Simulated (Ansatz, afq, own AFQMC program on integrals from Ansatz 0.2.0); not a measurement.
Integrals from Ansatz 0.2.0, then the random walk in our own AFQMC program (afq).

```yaml
crystal:
  periodic: [false, false, false]
  atoms:
    - {symbol: Si, position_ang: [0.000000, 0.000000, 0.000000]}
    - {symbol: H, position_ang: [3.538551, 0.034202, -0.000231]}
    - {symbol: H, position_ang: [-1.798896, 3.047366, -0.006984]}
    - {symbol: H, position_ang: [-1.739655, -3.081568, 0.007214]}
basis:
  gaussian: {orbitals: cc-pVDZ}
total_charge: 1
magnetization: {spin_polarized: true, initial_magnetization: 0}
correlation: {method: ccsd_t, electrons: outside_noble_gas, hamiltonian_folder: ham}
```

```sh
$ ansatz run in.yaml --threads 1 --pin off --events-out ev --progress --plain --max-ram 16896MiB --backend cuda --devices 0, --max-vram 18GiB
```

afq runs on the folder ham with

```
--method phaseless --trial hf --walkers 4000 --populations 20 --least-time 40 --time-step 0.005 --steps-per-block 20 --equilibration-blocks 160 --max-blocks 4000 --target-error 0.00145 --factor-cut 1e-05 --start spin_pure --seed 7733 --taylor-order 6
```

Times are imaginary, in 1/Eh. The walk had a cap of 49 s. With eight or more populations the least sampling time is a fifth of least-time, and the error comes from their spread.

Output of the walk:

```
orbitals 28  electrons 3 3  factors 144 of 320
reference energy -290.06928898 Eh
CCSD correlation -0.05410013 Eh in 32 cycles, weight of the determinant in the CISD state 0.9356
energy of the start -290.071519 Eh
 block  time / (1/Eh)  mean weight  energy / Eh
     1     0.100  1.0001  -290.077172
     2     0.200  1.0002  -290.082210
     3     0.300  1.0002  -290.086565
     4     0.400  1.0003  -290.090427
     5     0.500  1.0003  -290.093858
     9     0.900  1.0001  -290.104346
    25     2.500  0.9999  -290.122418
    43     4.300  0.9999  -290.128241
    49     4.900  0.9999  -290.126956
    73     7.300  1.0000  -290.125971
    97     9.700  1.0001  -290.125025
   121    12.100  1.0000  -290.126052
   145    14.500  1.0001  -290.125181
   169    16.900  0.9999  -290.124101
   193    19.300  0.9997  -290.125768
   217    21.700  1.0000  -290.123208
   223    22.300  0.9993  -290.121791
   235    23.500  0.9998  -290.123682
error from the spread of 20 populations
energy -290.124143 +/- 0.000478 Eh
(rows thinned)
```

The run passed its tests (sampling time, drift between the halves within three errors, error under three times the target), which doesn't prove that it has relaxed. The second half of the sampling lies above the first by 1.9 errors of their difference, so the energy may still be moving and its error bar be too small.

Against this walk (error 13.0 meV) on the same determinant: CCSD(T) 0.4 meV lower (within the noise), CCSDT(Q) 65.7 meV lower, CCSDTQ 75.7 meV lower, full CI 85.6 meV lower, a separate phaseless walk with a CISD trial and standard settings 39.7 ± 13.1 meV lower. The error is statistical and leaves out the bias of the constraint. The determinant has ⟨S²⟩ = 1.99, so the low cluster orders mix in higher spin, while the walk starts as a pure singlet. Full CI is exact here, so the walk's 86 meV above it is the walk's own error: the bias of the constraint with this trial, or a walk that hasn't relaxed. The determinant is a poor start (see the cautions), so the low cluster orders aren't to be relied on, and full CI is the sure value.

Cautions: constraint bias not in the error; unrestricted determinant spin contaminated (⟨S²⟩ 1.99 against 0.00); CCSDTQ is in doubt: among natural orbitals it converges to other amplitudes; the next higher spin lies close (full CI puts it 33 meV above); CCSDTQ on the RHF determinant differs (98 meV higher), perhaps since the unrestricted series falls towards higher spin.

The walk took 35 s on 1 × NVIDIA H100 80GB HBM3 with 2 threads of AMD EPYC 7R13 Processor (Zen 3), on a shared host (the card was shared). The log's last line is the phaseless energy.

CCSDT and higher add their correlation energy to the determinant of the CCSD(T) run, since their own runs factorise the integrals more tightly (a shift of under 2 meV). A walk keeps the symmetry of its determinant, which the program's search chose and which needn't be the lowest solution, so a lower state of the same spin and another symmetry isn't excluded.
